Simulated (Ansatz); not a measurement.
**Worked example: correlation energy of GeH4⁺, quartet**

Geometry: that of the GeH4⁺, doublet, kept fixed. The doublet lies 6.6 eV lower here.

```yaml
atoms:
  - { symbol: Ge, position_ang: [0.0000, 0.0000, 0.0000] }
  - { symbol: H, position_ang: [0.5613, 1.0339, 1.0326] }
  - { symbol: H, position_ang: [-0.5699, -1.0297, 1.0321] }
  - { symbol: H, position_ang: [-0.5592, 1.0308, -1.0368] }
  - { symbol: H, position_ang: [0.5678, -1.0351, -1.0279] }
```

Basis cc-pVTZ; Ansatz 0.2.0. Correlated methods freeze the noble-gas cores and the filled d shells of p-block atoms, which leaves 7 electrons in 85 orbitals. Prefix R: restricted or restricted open-shell reference; prefix U: unrestricted. No spin–orbit coupling is included, and no scalar relativity.

Full CI isn't at hand for all of this; UCCSDT(Q) serves as the reference, and is uncertain by about the last step of the cluster series.

Runs differ by some tens of microhartree through their thresholds and, for an open shell, their frozen cores, so steps under 0.03 kcal/mol mean nothing.

```tsv
level	total energy (hartree)
UHF	-2077.093912
UMP2	-2077.186324
UCCSD	-2077.211652
UCCSD(T)	-2077.215359
UCCSDT	-2077.216419
UCCSDT(Q)	-2077.216552
```

Problem. What is the correlation energy at UCCSDT(Q), and what share of it do UMP2 and UCCSDT recover?

Solution. E(corr) = -2077.216552 − (-2077.093912) = -0.122640 hartree = -3.337 eV. UMP2: -0.092412 / -0.122640 = 75.35 %. UCCSDT: -0.122507 / -0.122640 = 99.89 %.

Problem. By how many kcal/mol does UCCSD(T) miss UCCSDT(Q) (1 hartree = 627.509 kcal/mol), and which steps make up the rest?

Solution. -2077.215359 − (-2077.216552) = 0.001193 hartree = 0.75 kcal/mol. Steps: UCCSDT − UCCSD(T) = -0.67, UCCSDT(Q) − UCCSDT = -0.08 kcal/mol. That is within 1 kcal/mol of the reference in this basis, which itself misses far more of the correlation at the basis-set limit.
